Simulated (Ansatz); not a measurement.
# CH4LiO+: a short trajectory

Aim: follow the atoms for 80 steps of 1.0 fs at constant energy, with velocities drawn for 200 K.

Program: Ansatz 0.2.0, Gaussian basis. Level of theory: wB97X-V/def2-SVP. These are calculated values, not measurements.

### 1 Where the work starts

The start, a pair relaxed at PBE0-D4: SMILES `[Li+].CO`, 7 atoms, charge 1, spin multiplicity 1.

Atoms are counted from 1 here; the program's logs count them from 0.

Bond lengths: Li1–O3 1.807 Å, C2–O3 1.448 Å, C2–H4 1.089 Å, C2–H5 1.089 Å, C2–H6 1.089 Å, O3–H7 0.963 Å. Angles: O3–C2–H4 109.9°, O3–C2–H5 107.4°, O3–C2–H6 109.9°, H4–C2–H5 109.4°, H4–C2–H6 110.8°, H5–C2–H6 109.4°, Li1–O3–C2 127.8°, Li1–O3–H7 123.9°, C2–O3–H7 108.3°.

Coordinates:

```
atom    x (Å)    y (Å)    z (Å)
 Li1  -0.1398   0.3640  -2.2848
  C2   0.3029  -0.2702   0.5383
  O3  -0.4623   0.3762  -0.5072
  H4   0.6794   0.4757   1.2375
  H5   1.1419  -0.7755   0.0630
  H6  -0.3172  -1.0037   1.0525
  H7  -1.2048   0.8335  -0.0992
```

### 2 The run

The input, md/in.yaml:

```yaml
crystal:
  periodic: [false, false, false]
  atoms:
    - {symbol: Li, position_ang: [-0.139824, 0.364011, -2.284822]}
    - {symbol: C, position_ang: [0.302938, -0.270219, 0.538306]}
    - {symbol: O, position_ang: [-0.462325, 0.376225, -0.507246]}
    - {symbol: H, position_ang: [0.679417, 0.475666, 1.237459]}
    - {symbol: H, position_ang: [1.141861, -0.775512, 0.062968]}
    - {symbol: H, position_ang: [-0.317237, -1.003671, 1.052486]}
    - {symbol: H, position_ang: [-1.204830, 0.833499, -0.099150]}
basis:
  gaussian: {orbitals: def2-SVP}
total_charge: 1
hamiltonian: {xc: {name: wB97X-V}}
md: {n_steps: 80, timestep: 1.0, temperature: 200, ensemble: nve, seed: 66, initial_velocities: maxwell_boltzmann}
```

Command:

```bash
ansatz run in.yaml --threads 2 --pin off --events-out ev --progress --plain --max-ram 5222MiB
```

Q: Predict the outcome of this session. Wanted: temperature at the start; mean temperature, second half; lowest and highest potential energy, from the first frame; largest change of potential + kinetic.

The runs gave:

| quantity | value |
| --- | --- |
| length | 80 steps, 80.0 fs |
| temperature at the start | 200 K |
| mean temperature, second half | 104 K |
| lowest and highest potential energy, from the first frame | 0 and 110 meV |
| largest change of potential + kinetic | 6.0 meV |

What this shows: With no thermostat the total energy should stay fixed; it holds within 6.0 meV, or 9 % of the mean kinetic energy of 69 meV, more than a sound time step leaves. With 7 atoms the instant temperature spans 38 to 200 K. The molecule keeps its bonds.
